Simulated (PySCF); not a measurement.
Bond stretch in SMILES C. The C1–H5 bond (C1 also carries H, H, H; H5 carries nothing else) is stretched with both fragments frozen at the PBE0/def2-TZVP optimised geometry.

Calculation: CCSD(T) on UHF/6-31G, 1 core orbital frozen (PySCF).

Relative to R = 1.09 Å, what are the energies at R = 2.16, 2.38, 2.64, 2.93 Å?

354.5 kJ/mol at 2.16 Å, 397.6 kJ/mol at 2.38 Å, 429.2 kJ/mol at 2.64 Å, 444.2 kJ/mol at 2.93 Å.

The unrestricted determinant behind UCCSD(T) is spin-contaminated at 1.78 to 3.78 Å (<S²> up to 1.0, against 0.00 for a pure singlet).
